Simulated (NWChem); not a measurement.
System: fluoromethane (CH3F); SMILES CF

The following NWChem deck was run.

```
start job
memory heap 200 mb stack 900 mb global 1100 mb
geometry units angstroms noautoz
  C      0.000000     0.000000    -0.601791
  F      0.000000     0.000000     0.761623
  H      0.732586     0.732586    -0.979623
  H      0.268145    -1.000731    -0.979623
  H     -1.000731     0.268145    -0.979623
end
basis spherical
  * library def2-tzvpd
end
dft
  xc xtpss03 ctpss03
  iterations 150
  mulliken
end
task dft energy
```

All runs use the structure optimised with PBE0/def2-SVP.

Problem. Predict the main results of this run. (TPSS/def2-TZVPD.) Quantities: energy (Ha); highest occupied level (eV); orbital gap (eV); dipole (D).

Solution. 
```
Item                           Value
---------------------------  -------
energy (Ha)                  -139.82
highest occupied level (eV)    -8.19
orbital gap (eV)                8.25
dipole (D)                      1.65
```
